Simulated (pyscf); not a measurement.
`[OH][In]` [singlet] + `[ClH]` → `[OH][InH][Cl]` (insertion; singlet surface; Cl–H broken, Cl–In, H–In formed). Optimised with ωB97X-D3(BJ)/def2-SVP in PySCF. Correlated levels are frozen-core, on RHF or UHF. ΔMP2 is the change of the MP2 total energy from the triple- to the quadruple-zeta basis. Rate constants from transition-state theory at the high-pressure limit, CCSD(T)/def2-TZVPP + ΔMP2(QZVPP) energies (ideal gas, 1 atm, RRHO with modes under 100 cm⁻¹ raised to 100, one conformer, R ln 2 for chiral ones without a mode under 150 cm⁻¹; no tunnelling), k in cm³ molecule⁻¹ s⁻¹.

```csv
T (K),1000/T,log10 k
298,3.354,-35.29
600,1.667,-23.56
900,1.111,-19.52
1200,0.833,?
```

Question: Fit an Arrhenius line to the three values, give the activation energy, and predict k at 1200 K.

Answer: Least squares gives log10 k = -11.79 − 7.01 × 1000/T, so Ea = 7.01 × ln 10 × 1.987 = 32.1 kcal/mol, against an electronic barrier of 31.2. At 1200 K the line gives -17.63; the computed value is -17.41 (ΔG‡ = 66.0 kcal/mol), a factor 1.7 over the line, since the plot is curved. On the product side the descent ends in a point that may be a rotor saddle (no frequency run), 1.8 kcal/mol over the lowest minimum found and 47.0 kcal/mol under the saddle at ωB97X-D3(BJ)/def2-TZVP. At ωB97X-D3(BJ)/def2-TZVP the barrier from the zero used here is 28.5 kcal/mol. This is the saddle that the search found; another between the same sides may lie lower. The CCSD(T) − MP2 part came from Ansatz, without density fitting, on the same reference. The frozen core leaves the outer d or s,p core shells of the metals and heavy elements correlated in the MP2 and CC values, and def2-TZVPP describes them poorly, which can shift differences by a few kcal/mol. Elements past Kr carry the def2 core potentials, without spin-orbit coupling.
